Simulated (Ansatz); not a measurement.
**Isomers**

Structures of CH3OS (charge -1), closed shell, relaxed at PBE0-D4/def2-TZVPD (vibrations not checked; lower isomers may exist, and structures with a doubtful reference or unclear bonds are left out). Program: Ansatz 0.2.0. Basis: def2-TZVPPD. Cores are frozen in the correlated methods. B3LYP uses VWN-RPA correlation.

Question: Rank them by CCSD(T) energy, lowest first, and give each one's height above the lowest. Links in brackets join atoms within 1.22 times the sum of their covalent radii (1.1 for two metals). (To be estimated.)
A.
CH₃OS ([CH3][S][O]), total charge -1
```
6
angstrom
C -0.2947 0.3554 -0.2833
S 0.0228 -1.2907 0.4019
O 1.3777 -1.1440 1.1687
H -0.3753 1.1052 0.5149
H 0.5104 0.6600 -0.9650
H -1.2409 0.3141 -0.8372
```
B.
CH₃OS ([OH][CH2][S]), total charge -1
```
6
angstrom
O -0.5657 -0.9758 -0.3338
C 0.3006 0.0241 0.2354
S -0.1330 1.6797 -0.3024
H -1.1606 -0.4335 -0.8689
H 1.3286 -0.2285 -0.0582
H 0.2301 -0.0659 1.3279
```
C.
CH₃OS ([OH][CH][SH]), total charge -1
```
6
angstrom
O -1.0411 -0.6772 -0.5707
C -0.2602 0.4989 -0.1820
S 1.4721 -0.0031 0.1594
H -1.5345 -0.8870 0.2201
H -0.1158 1.0327 -1.1350
H 1.4795 0.0357 1.5083
```

Answer: By the calculation: B (0.0 kJ/mol), A (100.5 kJ/mol), C (213.9 kJ/mol). Heights count from the lowest.

Question: Do PBE-D4, r2SCAN-D4, PBE0-D4, B3LYP-D4, wB97M-V, HF, MP2 give the same order? (Judge from chemistry; the calculation decides.)

Answer: The calculation gives: All do.

No T1 diagnostic of these runs exceeds 0.018.

For scale, one of the runs: CCSD(T)/def2-TZVPPD, 179 basis functions, launched by `ansatz run in.yaml --threads 2 --pin off --events-out ev --progress --plain --max-ram 4352MiB`. Time: 33 s of wall clock on 2 CPU threads of an Arm Neoverse V2; the host was shared. Peak host memory: 1.7 GiB.
